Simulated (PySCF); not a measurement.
Gas-phase reaction: 2 (CH3)2SiH2 ⇌ CH3SiH3 + (CH3)3SiH

Computed with PySCF and rigid-rotor harmonic-oscillator thermochemistry at 1 bar. † marks an energy on the PBE0/def2-TZVP geometry and frequencies; other levels use their own. 6-31G* has spherical d functions here. All species are closed-shell singlets. B3LYP is the form with VWN-RPA correlation.

ωB97M-V/def2-TZVP† gives ΔH°(298 K) = -2 kJ.

Q: What do BLYP/def2-TZVP†, B3LYP/6-31G*, PBE0/def2-TZVP give?

A: BLYP/def2-TZVP†: 0 kJ; B3LYP/6-31G*: 0 kJ; PBE0/def2-TZVP: -1 kJ. For scale, ΔH°(298 K) is -2 kJ at this level, -2 kJ at ωB97X-V/def2-TZVP†, and runs from -2 to 0 kJ over the 18 levels computed.
